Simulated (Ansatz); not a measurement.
FH4PSi, SMILES `F[SiH2]P`. Total charge 0; spin multiplicity 1. All single points use the PBE0-D4/def2-TZVP geometry. It is one conformer, not always the lowest.

```xyz
7

F    -1.554   -1.427    0.003
Si   -0.745   -0.067   -0.257
P     1.440   -0.466    0.065
H    -0.948    0.331   -1.672
H    -1.317    0.957    0.650
H     1.378   -0.215    1.462
H     1.747    0.887   -0.250
```

Task: What is the dipole moment at ωB97M-V/def2-TZVPP? (Estimate.)

Result: Ansatz gave: 1.53 D, with components (0.58, 1.41, 0.14) D in this frame, pointing from negative to positive charge.

Task: And with PBE, r2SCAN, B3LYP? (Estimate.)

Result: Ansatz gave: PBE 1.52 D, r2SCAN 1.57 D, B3LYP 1.57 D.

Task: Give the Mulliken charges with ωB97M-V, B3LYP, r2SCAN in def2-TZVPP. (Best estimate.)

Result: Computed: 
| atom | ωB97M-V | B3LYP | r2SCAN |
| --- | --- | --- | --- |
| F1 | -0.32 | -0.33 | -0.33 |
| Si2 | 0.45 | 0.54 | 0.56 |
| P3 | -0.19 | -0.14 | -0.12 |
| H4 | -0.04 | -0.08 | -0.08 |
| H5 | -0.04 | -0.07 | -0.08 |
| H6 | 0.07 | 0.04 | 0.03 |
| H7 | 0.06 | 0.03 | 0.03 |

B3LYP here is the variant with VWN-RPA as its local correlation; programs differ in this.
